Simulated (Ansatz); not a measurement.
Mulliken charges of H₃O₂P, SMILES `OPO` from r2SCAN/def2-TZVPP in Ansatz (PBE0-D4/def2-TZVP geometry).

```tsv
atom	x (Å)	y (Å)	z (Å)	charge (e)
O1	-0.974	-0.501	-0.624	-0.386
P2	0.322	0.508	-0.513	0.365
O3	1.223	-0.134	0.686	-0.375
H4	-0.859	-1.119	-1.352	0.218
H5	-0.410	1.468	0.250	-0.029
H6	0.739	-0.286	1.505	0.207
```

**Question.** By hand: the dipole of these point charges (1 e Å = 4.8032 D).

**Answer.** Σ q r = (0.012, 0.083, -0.194) e Å, of length 0.211 e Å = 1.01 D.

**Question.** How does the dipole of the full density compare? (Estimate.)

**Answer.** Ansatz gave: (-0.175, -0.149, 0.077) e Å, 1.16 D; the point charges give 0.87 times that, at 125° from its direction, so they point the opposite way.

Point charges leave out the atoms' own dipoles, such as those of lone pairs, and Mulliken's split depends on the basis, so the two needn't agree.
